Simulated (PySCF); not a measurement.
Run record: excited-state job, `[BH3-][NH3+]`.

Computed with TDDFT wB97X-D/def2-SVPD, vertical, gas phase, core orbitals frozen in the response (PySCF 2.14.0, density-fitted response routines). Geometry: GFN2-xTB. A driver script takes a list of jobs; this job's settings line and coordinates (Å) are shown.

Input:
```
{"job": {"kind": "uv", "xc": "wB97X-D", "basis": "def2-SVPD", "nstates": 8, "ntriplets": 3}, "charge": 0, "multiplicity": 1}
B     -0.826597     0.039512     0.052643
N      0.826070    -0.037445    -0.059147
H     -1.233729    -0.248102    -1.028473
H     -1.127529    -0.750181     0.891440
H     -1.072504     1.162973     0.360071
H      1.221013     0.203738     0.841623
H      1.132956     0.619683    -0.766040
H      1.089377    -0.980765    -0.316683
```

Give the output.

```
coarse grid: 5872 points
cycle   1  E = -83.0943466435  dE = -3.556e-02  |g| = 2.752e-01  |ddm| = 2.806e+00
cycle   2  E = -83.1205731348  dE = -2.623e-02  |g| = 1.126e-01  |ddm| = 7.449e-01
cycle   3  E = -83.1243352027  dE = -3.762e-03  |g| = 2.064e-02  |ddm| = 2.369e-01
cycle   4  E = -83.1244604256  dE = -1.252e-04  |g| = 5.819e-03  |ddm| = 6.510e-02
cycle   5  E = -83.1244676240  dE = -7.198e-06  |g| = 2.815e-03  |ddm| = 1.202e-02
final grid: 54432 points
cycle   6  E = -83.1322530566  dE = -3.607e-05  |g| = 3.676e-03  |ddm| = 1.168e-01
cycle   7  E = -83.1322545522  dE = -1.496e-06  |g| = 2.831e-03  |ddm| = 1.731e-02
cycle   8  E = -83.1322562294  dE = -1.677e-06  |g| = 3.930e-04  |ddm| = 2.892e-03
cycle   9  E = -83.1322562695  dE = -4.011e-08  |g| = 1.206e-04  |ddm| = 1.896e-03
cycle  10  E = -83.1322562745  dE = -4.935e-09  |g| = 1.219e-05  |ddm| = 4.902e-04
cycle  11  E = -83.1322562746  dE = -1.339e-10  |g| = 1.325e-06  |ddm| = 1.076e-04
converged SCF energy = -83.1322562746

Static polarisability (au): isotropic 31.124, principal 30.593 30.600 32.178

Singlet excitations
state   eV       nm        f      main configurations
  1   6.9950    177.2   0.02287   H->L 0.96
  2   6.9983    177.2   0.02289   H-1->L 0.96
  3   8.6246    143.8   0.08505   H->L+1 0.95
  4   8.6277    143.7   0.08514   H-1->L+1 0.95
  5   8.9664    138.3   0.00000   H->L+2 0.35, H-1->L+3 0.34, H->L+3 0.10
  6   9.0005    137.8   0.03267   H-2->L 0.65, H->L+3 0.12, H-1->L+2 0.12
  7   9.1280    135.8   0.00313   H-1->L+2 0.47, H->L+3 0.47
  8   9.1286    135.8   0.00312   H-1->L+3 0.48, H->L+2 0.47

Triplet excitations (Tamm-Dancoff, eV): 6.9332 6.9359 8.4381
```

The SCF starts on a coarse grid where the log names one; the energy can jump when the final grid takes over, and dE then counts from the start density on the new grid. H and L stand for HOMO and LUMO; the number after each pair is its weight.

How does the lowest singlet excitation compare with the HOMO–LUMO gap?

HOMO -9.78 eV and LUMO 1.48 eV give a gap of 11.26 eV; S1 at 7.00 eV lies 4.26 eV below it.

In short: HOMO -9.78 eV, LUMO 1.48 eV; lowest singlet 7.00 eV; lowest triplet 6.93 eV (Tamm–Dancoff); mean polarisability 31.1 au.

The run took 3.5 s of wall time on x86-64 server, one thread, on a shared host.
Labels such as C1 count atoms from 1, the log's own numbers from 0.

The pairwise dispersion term of wB97X-D wasn't added to the energies; at a given geometry it leaves orbitals and properties as they are.
